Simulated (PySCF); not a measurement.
Molecule: SMILES CP(C)(=O)O, C2H7O2P.

Structure with atom numbers: `[CH3:1][P:2]([CH3:3])(=[O:4])[OH:5]`; H(Xn) means a hydrogen on atom n.

Geometry PBE0-D3(BJ)/def2-SVP throughout; GIAO in PySCF, gas phase, one conformer, non-relativistic; equivalent atoms averaged; basis pcSseg-2.

Q: How do the absolute shieldings σ depend on the functional? (ppm; last column core-seconds on 1 thread of an Arm Neoverse V2, shared host)

A: 
```
functional                    kind  C1/C3     P2     O4     O5  H(O5)  H(C1)/H(C3)  core-s
      WP04           global hybrid  153.3  239.0  173.9  211.9  29.11        30.31      30
     B97-2           global hybrid  164.9  262.7  176.0  214.2  29.05        30.07      30
 BHandHLYP           global hybrid  165.9  259.2  185.3  220.4  28.91        30.18      29
 CAM-B3LYP  range-separated hybrid  163.0  240.8  175.1  212.0  28.90        30.04      39
   wB97X-D  range-separated hybrid  164.9  252.6  177.0  213.4  28.94        30.08      37
   LC-wPBE  range-separated hybrid  168.2  255.3  188.1  220.9  28.83        30.03      52
```

Q: Which nucleus moves most, in ppm?

A: P2 (phosphorus bonded to 2 C, 2 O): from 239.0 ppm with WP04 to 262.7 ppm with B97-2. The smallest spread is 0.28 ppm, at H(O5). Proton shifts span only some 12 ppm, so a few tenths of a ppm matter as much there as several ppm in carbon.
